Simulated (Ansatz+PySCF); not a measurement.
Results of a calculation; reference values are marked as such.
## PySCF 2.14.0 run

```python
from pyscf import gto, scf, mp

# the (T+d) and (D+d) sets load through basis_set_exchange
mol = gto.M(atom="""
O 0.000000 0.000000 -1.040990
S 0.000000 0.000000 0.533000
""", basis={'O': 'cc-pvtz', 'S': 'cc-pv(t+d)z'}, charge=0, spin=2)
mf = scf.UHF(mol)
mf.kernel()
pt = mp.MP2(mf, frozen=6).run()
print(mf.e_tot, pt.e_corr, pt.e_tot)
```

The script is written out from the run's settings.

The run gave:

* Converged: yes
* Reference energy: -472.39210 hartree
* Correlation energy: -0.38529 hartree
* Total energy: -472.77740 hartree
* Spin squared of the determinant: 2.065
